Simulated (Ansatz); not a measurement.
fcc Al was calculated with RPBE in Ansatz (plane waves, PAW).

Run with plane-wave cutoff 520 eV, 24×24×24 k mesh, Fermi–Dirac smearing 0.05 eV, scalar-relativistic PAW data made under PBE.

Cell (relaxed at this level):

```xyz
1
Lattice="0.0000 2.0323 2.0323 2.0323 0.0000 2.0323 2.0323 2.0323 0.0000" Properties=species:S:1:pos:R:3 pbc="T T T"
Al     0.0000     0.0000     0.0000
```

Problem. Estimate the bulk modulus B0 and pressure derivative B′ of the bulk modulus that the calculation returns.

Solution. 
- bulk modulus B0: 74.8 GPa
- pressure derivative B′ of the bulk modulus: 4.6

The run finds no gap.

Measured, for comparison: bulk modulus 80.8 GPa (corrected for temperature and zero-point phonon effects, our sources range from 77.1 to 82.0; as tabulated in Levämäki et al. (2014), arXiv:1402.3671). Computed (rounded) less measured: bulk modulus -7 % (-3 % to -9 % over the range).

Computed values are for the static lattice.

Cost on a shared machine: around 40 core-seconds (rough).

Ansatz is an electronic-structure program.
